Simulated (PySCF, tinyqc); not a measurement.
RHF in the sto-3g basis, for HF, spin multiplicity 1, step by step. The lowest restricted solution is unstable here: a spin-polarised one lies 0.0024 hartree lower (PySCF). One step of it, computed by the program tinyqc.

Task: Iteration 2: DIIS coefficients. Solve [B -1; -1 0][c; lambda] = [0; -1] for the coefficients, which sum to one.

B (overlaps of the stored error matrices):
```
[[1.4361237e+00, 4.8738825e-01],
 [4.8738825e-01, 2.5256425e-01]]
```

Give: DIIS coefficients.

Result:

DIIS coefficients: [-0.3289, 1.3289]
